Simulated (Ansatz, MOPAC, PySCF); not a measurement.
Barrier height from CH3 (SMILES [CH3]) + H2 to the transition structure CH5, without zero-point energy, on the benchmark's geometries as Psi4's copy of the set gives them.
Transition structure (charge 0, multiplicity 2):
```xyz
6

C      0.0000     0.2648     0.0000
H      1.0534     0.5167     0.0000
H     -0.5266     0.5170     0.9123
H     -0.5266     0.5170    -0.9123
H     -0.0003    -1.1178     0.0000
H      0.0001    -2.0218     0.0000
```

Open shells are unrestricted; no spin–orbit coupling.

Cores are frozen in the correlated methods. The state that PM7 reach isn't checked; PM7 holds dispersion and hydrogen-bond terms.

Codes used: Ansatz (Gaussian basis) for Hartree–Fock, density functionals and correlated methods; MOPAC for PM7 (differences of heats of formation); PySCF for the dispersion terms. Values without a source in brackets are computed.

```csv
level,barrier height (kcal/mol)
PM7,23.73
HF/cc-pVDZ,20.33
HF/aug-cc-pVTZ,22.01
PBE/def2-TZVPPD,3.79
PBE-D4/def2-TZVPPD,3.26
B3LYP-D4/def2-TZVPPD,7.88
wB97X-V/def2-TZVPPD,9.43
CCSD/aug-cc-pVTZ,___
CCSDT(Q)/cc-pVDZ,___
```

Complete the blanks.


- CCSD/aug-cc-pVTZ, barrier height (kcal/mol): 13.26
- CCSDT(Q)/cc-pVDZ, barrier height (kcal/mol): 11.45

Ansatz is an electronic-structure program.
